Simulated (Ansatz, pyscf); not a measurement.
B–CH₃ [singlet] + hydrogen chloride (HCl) → B–Cl [singlet] + methane (CH₄), a concerted two-bond exchange on the singlet surface: B–C, Cl–H broken, B–Cl, C–H formed. Optimised with ωB97X-D3(BJ)/def2-SVP in PySCF. Wave-function energies: Ansatz (a program for electronic structure), frozen core, RHF or UHF references. In kcal/mol, from the separated reactants.

| level | barrier | reaction energy |
|---|---|---|
| M06-2X/def2-TZVP | 21.29 | -35.66 |
| r²SCAN/def2-TZVP | 15.02 | -36.37 |
| CCSD(T)/cc-pV(D+d)Z | 26.85 | -36.88 |
| CCSDT(Q)/cc-pV(D+d)Z | (withheld) | (withheld) |
| CCSD(T)/cc-pV(T+d)Z | 25.31 | -35.19 |
| CCSD(T)/cc-pV(Q+d)Z | (withheld) | -34.77 |

### Question
Complete the blanks.

### Answer

- CCSDT(Q)/cc-pV(D+d)Z, barrier: 26.41
- CCSDT(Q)/cc-pV(D+d)Z, reaction energy: -37.02
- CCSD(T)/cc-pV(Q+d)Z, barrier: 24.88

In cc-pV(D+d)Z, going from CCSD(T) to CCSDT(Q) shifts the barrier by -0.44 and the reaction energy by -0.14 kcal/mol. With HF in the quadruple-zeta basis and the correlation energy extrapolated as X⁻³ from X = 3, 4, CCSD(T) gives 24.44 and -34.63; adding the double-zeta shift gives ΔE‡ = 24.00 and ΔE = -34.77 kcal/mol, without core correlation, relativity or geometry relaxation at these levels. On the reactant side the descent ends in a bound adduct, 8.23 kcal/mol under the separated species and 31.89 kcal/mol under the saddle at ωB97X-D3(BJ)/def2-TZVP. This saddle turned up in a search for another step; its sides and bond changes are read from the two ends of the descent. This is the saddle that the search found; another between the same sides may lie lower.
